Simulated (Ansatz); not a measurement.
# HGe–O–Si⁺, quintet in cc-pVDZ: errors against UCCSDT(Q)

Geometry: that of the HGe–O–Si, quartet, kept fixed.

```xyz
4

Ge    0.0000    0.0048    1.0212
O     0.0000   -0.3597   -0.7184
Si    0.0000    0.1377   -2.2822
H     0.0000    1.5230    1.3966
```

Basis cc-pVDZ; Ansatz 0.2.0. Only valence electrons are correlated (noble-gas cores and the filled d shells of p-block atoms frozen), which leaves 14 electrons in 44 orbitals. Prefix R: restricted or restricted open-shell reference; prefix U: unrestricted. No spin–orbit coupling is included, and no scalar relativity.

Full CI isn't at hand for all of this; UCCSDT(Q) serves as the reference, and is uncertain by the last step of the cluster series or more. The frozen core follows each run's orbitals, which can shift R against U totals by a few meV for light atoms and by up to 0.1 eV past Ca.

* UHF ⟨S²⟩: 6.033
* T1 diagnostic (RCCSD): 0.0381
* largest doubles amplitude (RCCSD): 0.053
* T1 diagnostic (UCCSD): 0.0737

```csv
level,E − E(determinant under the R cluster runs) (eV)
UMP2,-7.6004
UCCSD,-8.2033
UCCSD(T),-8.5211
```

Problem. Estimate how far UCCSDT(Q) in cc-pVDZ lies from UCCSD(T). The table doesn't fix it; the size of (T) and the diagnostics are the guide.

Solution. UCCSDT(Q) in cc-pVDZ lies 9.1 kJ/mol below UCCSD(T), which is 30 % of the (T) step (-30.7 kJ/mol). T1 is raised, and the rest is a large part of (T). The miss exceeds 1 kcal/mol.

The other levels:

```csv
level,E − E(UCCSDT(Q)) (kJ/mol),wall time
UCCSDT,4.1,–
```

Run but not shown, since their state, orbitals or frozen core can't be matched to the reference's or they repeat it: RHF, RMP2, RCCSD, RCCSD(T), BCCD(T), RCCSDT, RCCSDT(Q).
